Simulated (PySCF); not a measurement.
# What PySCF settings do for LiB

Base input, run as `python input.py` with PySCF 2.14:

```python
from pyscf import gto, scf, cc

mol = gto.M(
    atom='Li 0 0 0; B 0 0 1.89',
    basis='3-21g',
    charge=0,
    spin=0,
    verbose=4,
)
mf = scf.RHF(mol)
mf.kernel()
mycc = cc.CCSD(mf)
mycc.kernel()
e = mycc.eeccsd(nroots=8)[0]
print('roots (eV) =', (e*27.211386).round(3))
mf.dip_moment()
print('orbital energies (hartree):', mf.mo_energy[..., max(0, mol.nelec[1]-3):mol.nelec[0]+3].round(4))
```

Base result: E(SCF) = -31.727139 Eh, 10 cycles, E(CCSD) − E(SCF) = -0.07178 Eh, μz(SCF) = -5.48 D, excitation roots -0.768, -0.768, -0.768, -0.768, -0.768, 0.258, 0.809, 0.809 eV. The basis is very small, so the numbers show the basis as much as the system. Stability towards an unrestricted solution was not tested. The bond length is a typed value, not an optimised one.

Wall time 1.2 s on one thread of a shared host.

Each row names what differs from the base; energies in brackets are changes from the base.

| change | result |
| --- | --- |
| spin (2S): 0 → 4; SCF type: RHF → UHF [a high spin state] | E(SCF) = -31.725233 Eh (+0.0518 eV), 10 cycles, E(CCSD) − E(SCF) = -0.01755 Eh, ⟨S²⟩ = 6.000, μz(SCF) = -6.46 D, excitation roots -2.362, -2.362, -2.100, 0.000, 0.249, 0.249, 2.570, 2.570 eV |
| geometry: bond 1.89 → bond 1.758 | E(SCF) = -31.700526 Eh (+0.7242 eV), 10 cycles, E(CCSD) − E(SCF) = -0.07496 Eh, μz(SCF) = -5.51 D, excitation roots -0.948, -0.948, -0.948, -0.948, -0.948, 0.117, 0.847, 0.847 eV |
| spin (2S): 0 → 10 [unsound on purpose] [runs as restricted open-shell] | stops with AssertionError |
| smearing width (hartree): none → 0.01; step after the SCF: eomee → none | E(SCF) = -31.727120 Eh (+0.0005 eV), 11 cycles, μz(SCF) = -5.48 D |
| basis set: 3-21g → cc-pvtz | E(SCF) = -31.928815 Eh (-5.4879 eV), 10 cycles, E(CCSD) − E(SCF) = -0.13055 Eh, μz(SCF) = -6.50 D, excitation roots -0.745, -0.745, -0.745, -0.745, -0.745, 0.146, 1.164, 1.164 eV |
| spin-free X2C: off → on [basis contracted without relativity] | E(SCF) = -31.733556 Eh, 10 cycles, E(CCSD) − E(SCF) = -0.07178 Eh, μz(SCF) = -5.47 D, excitation roots -0.767, -0.767, -0.767, -0.767, -0.767, 0.259, 0.809, 0.809 eV |
| spin (2S): 0 → 1 [unsound on purpose] [runs as restricted open-shell] | stops with RuntimeError (Electron number 8 and spin 1 are not consistent) |
| functional: none (Hartree–Fock) → revpbe; SCF type: RHF → RKS; step after the SCF: eomee → analyze | not converged: SCF after 50 cycles |
| number of roots: 8 → 2 | E(SCF) = -31.727139 Eh (+0.0000 eV), 10 cycles, E(CCSD) − E(SCF) = -0.07178 Eh, μz(SCF) = -5.48 D, excitation roots -0.084, -0.084 eV |
| level shift (hartree): none → -0.2 [unsound on purpose] [may be another electronic state] | not converged: CCSD, SCF after 50 cycles |
| functional: none (Hartree–Fock) → hse06; SCF type: RHF → RKS; step after the SCF: eomee → analyze | E(SCF) = -31.889517 Eh, 8 cycles, μz(SCF) = -3.69 D |
| cycle limit: 50 → 1 [unsound on purpose] | not converged: SCF after 1 cycles |
| step after the SCF: eomee → polarizability | E(SCF) = -31.727139 Eh (+0.0000 eV), 10 cycles, μz(SCF) = -5.48 D, α(xx, yy, zz) = 43.2, 43.2, 124.0 bohr³ |
| length unit: angstrom → bohr [unsound on purpose] | E(SCF) = -31.340511 Eh (+10.5207 eV), 8 cycles, E(CCSD) − E(SCF) = -0.07151 Eh, μz(SCF) = -3.00 D, excitation roots -1.053, -1.053, -1.053, 0.000, 0.063, 0.665, 2.211, 2.211 eV |
| basis set: 3-21g → def2-svp | E(SCF) = -31.887646 Eh (-4.3676 eV), 9 cycles, E(CCSD) − E(SCF) = -0.09445 Eh, μz(SCF) = -6.85 D, excitation roots -0.859, -0.859, -0.859, -0.859, -0.859, -0.859, 0.172, 0.172 eV |
| functional: none (Hartree–Fock) → mn15l; SCF type: RHF → RKS; step after the SCF: eomee → analyze | not converged: SCF after 50 cycles |
| geometry: bond 1.89 → bond 1.512 | E(SCF) = -31.672980 Eh (+1.4737 eV), 8 cycles, E(CCSD) − E(SCF) = -0.06521 Eh, μz(SCF) = -3.07 D, excitation roots -0.870, -0.870, -0.870, -0.259, -0.259, -0.013, 1.551, 1.551 eV |
| initial guess: minao → chk (no such guess here, so PySCF falls back to its default) | E(SCF) = -31.727139 Eh (+0.0000 eV), 10 cycles, E(CCSD) − E(SCF) = -0.07178 Eh, μz(SCF) = -5.48 D, excitation roots -0.768, -0.768, -0.768, -0.768, -0.768, 0.258, 0.809, 0.809 eV |
| basis set: 3-21g → minao | E(SCF) = -31.897492 Eh (-4.6355 eV), 6 cycles, E(CCSD) − E(SCF) = -0.05450 Eh, μz(SCF) = -4.33 D, excitation roots -0.462, -0.462, -0.462, -0.462, -0.462, -0.462, 0.651, 0.651 eV |
| frozen orbitals: 0 → 1 | E(SCF) = -31.727139 Eh (+0.0000 eV), 10 cycles, E(CCSD) − E(SCF) = -0.07077 Eh, μz(SCF) = -5.48 D, excitation roots -0.767, -0.767, -0.767, -0.767, -0.767, 0.260, 0.811, 0.811 eV |
| charge: 0 → 1; spin (2S): 0 → 1; SCF type: RHF → UHF [another spin of the ion may lie lower] | E(SCF) = -31.574775 Eh (+4.1460 eV), 10 cycles, E(CCSD) − E(SCF) = -0.04109 Eh, ⟨S²⟩ = 0.752, excitation roots 2.000, 5.240, 5.240, 5.310, 5.310, 3.748, 3.748, 3.833 eV |
